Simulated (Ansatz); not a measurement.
Consider the hydrogenolysis of a C–C bond: `CC(C)(N)CN` + H₂ → `CC(N)CN` + CH₄.

Gas-phase electronic energies from Ansatz, PBE0-D4/def2-TZVP geometries. CBS: MP2 limit from def2 TZ/QZ plus the TZ coupled-cluster correction, frozen cores. This one scheme is used for every species. Functionals use def2-TZVPP. Each species was taken in one conformer, which may not be the lowest.

| level | ΔE (kJ/mol) |
| --- | --- |
| PBE0-D4 | -58.9 |
| r2SCANh-D4 | -57.6 |
| BHLYP-D4 | -65.1 |
| B2PLYP | -65.5 |
| PBE-QIDH | -58.5 |
| HF/def2-TZVPP | -83.5 |
| SCS-MP2/def2-TZVPP | -55.4 |
| CCSD(T)/def2-TZVPP | -54.3 |

Q: What does CCSD(T)/CBS give? (An estimate is asked.)

A: The calculation gave: -53.5 kJ/mol. The listed levels differ from it by -5.4, -4.1, -11.6, -12.0, -5.0, -30.0, -1.9, -0.8 kJ/mol.

Largest T1 diagnostic among the species: 0.009.

The D4 term adds +13.1 kJ/mol with B3LYP and +7.3 kJ/mol with PBE0; it sums over pairs of atoms, weighted by their polarisabilities, and B3LYP, whose exchange is more repulsive, gets the larger term. Leaving LDA and LC-ωPBE aside and taking each functional with its dispersion term where it has one, the values, not all of them listed here, spread over 16.0 kJ/mol, from B2PLYP to revPBE-D4. LDA lies +17.2 kJ/mol from PBE without D4.

B3LYP here is the variant with VWN-RPA as its local correlation; programs differ in this.
